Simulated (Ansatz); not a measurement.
This geometry of BH6Si (8 atoms, charge 0, multiplicity 2) is a first-order saddle point.

Theory: UKS LDA/def2-SVP (Ansatz 0.2.0).

```xyz
8
Properties=species:S:1:pos:R:3
B 0.211 -0.275 0.611
H 1.084 0.201 1.377
H 0.467 0.202 -0.472
H -0.984 -0.310 0.903
Si -0.104 0.010 2.632
H -0.839 -1.219 3.092
H 1.117 0.151 3.510
H -0.951 1.240 2.859
```

(1) Which two structures does it join? (They come from a converged band through this point; their orientation in space is the band's.)

(2) How far does it lie above each of them?

Results:

(1) No bond is made or broken.  The two ends are copies of one structure, up to a mirror image or an exchange of like atoms.

Image 0:

```xyz
8
Properties=species:S:1:pos:R:3
B 0.179 0.144 0.653
H 0.413 1.324 0.469
H 0.803 -0.773 0.156
H -1.012 -0.145 0.995
Si -0.094 -0.105 2.691
H -0.592 -1.475 3.057
H 1.314 0.092 3.230
H -1.011 0.940 3.262
```

Image 6:

```xyz
8
Properties=species:S:1:pos:R:3
B -0.075 0.108 0.637
H 0.619 -0.872 1.055
H 0.536 1.119 0.344
H -1.165 -0.195 0.194
Si 0.029 -0.053 2.699
H -0.517 -1.353 3.220
H 1.429 0.150 3.204
H -0.855 1.096 3.158
```

(2) 17.6 kcal/mol above the first and 17.6 kcal/mol above the second. This is the barrier of this one path; another mechanism may lie lower.

Time of the run: 2.6 min on 1 thread of Arm Neoverse V1, with other jobs on the host, peak memory 0.12 GiB.
